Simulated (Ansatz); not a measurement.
Process, species as SMILES: F (HF) → HF+ (doublet, bonded as F) + e-
B3LYP-D3(BJ)/def2-TZVP geometries, fixed; electronic energies without zero-point terms.
Largest species:
```xyz
2

F      0.0000     0.0000    -0.0925
H      0.0000     0.0000     0.8321
```

Basis-set convergence of the adiabatic ionisation energy at B2PLYP with Ansatz (a quantum-chemistry and plane-wave program). Cartesian d functions, on some or all atoms, in 6-31G*, 6-31+G*; all else is spherical. Cores are frozen. Open shells are unrestricted. No added dispersion term, no relativity. Functions are those of the species that has most. Reference: the value in aug-cc-pV5Z, 16.081 eV, itself unsure by roughly 0.006 eV (its mean distance from pcseg-4, aug-pcseg-3, aug-cc-pVQZ). Deviations are taken from unrounded values.

```tsv
basis	functions	adiabatic ionisation energy (eV)
6-31G*	17	15.366
6-31+G*	21	15.924
cc-pVDZ	19	15.451
aug-cc-pVDZ	32	16.041
def2-SVP	19	15.578
def2-SVPD	31	16.119
pcseg-1	19	15.854
aug-pcseg-1	32	16.120
6-311G**	24	15.696
6-311+G**	28	16.007
def2-TZVP	37	15.932
def2-TZVPD	49	16.015
cc-pVTZ	44	15.880
aug-cc-pVTZ	69	16.051
pcseg-2	44	16.031
aug-pcseg-2	69	16.057
def2-TZVPP	45	15.968
def2-TZVPPD	57	16.035
cc-pVQZ	85	16.009
aug-cc-pVQZ	126	16.074
def2-QZVPP	87	16.045
def2-QZVPPD	99	16.062
pcseg-3	93	16.067
aug-pcseg-3	134	16.070
cc-pV5Z	146	16.065
aug-cc-pV5Z	207	16.081
```

What the diffuse functions change, pair by pair:
- 6-31G* to 6-31+G*: 4 more functions, deviation -0.715 to -0.157 eV
- cc-pVDZ to aug-cc-pVDZ: 13 more functions, deviation -0.629 to -0.039 eV
- def2-SVP to def2-SVPD: 12 more functions, deviation -0.503 to 0.038 eV
- pcseg-1 to aug-pcseg-1: 13 more functions, deviation -0.227 to 0.039 eV
- 6-311G** to 6-311+G**: 4 more functions, deviation -0.384 to -0.073 eV
- def2-TZVP to def2-TZVPD: 12 more functions, deviation -0.148 to -0.065 eV
- cc-pVTZ to aug-cc-pVTZ: 25 more functions, deviation -0.201 to -0.029 eV
- pcseg-2 to aug-pcseg-2: 25 more functions, deviation -0.050 to -0.024 eV
- def2-TZVPP to def2-TZVPPD: 12 more functions, deviation -0.113 to -0.046 eV
- cc-pVQZ to aug-cc-pVQZ: 41 more functions, deviation -0.071 to -0.007 eV
- def2-QZVPP to def2-QZVPPD: 12 more functions, deviation -0.035 to -0.019 eV
- pcseg-3 to aug-pcseg-3: 41 more functions, deviation -0.013 to -0.010 eV
- cc-pV5Z to aug-cc-pV5Z: 61 more functions, deviation -0.016 to 0.000 eV

Leaving out the reference's own pair, they bring the value nearer the reference by more than 0.006 eV in 11 of 12 pairs.
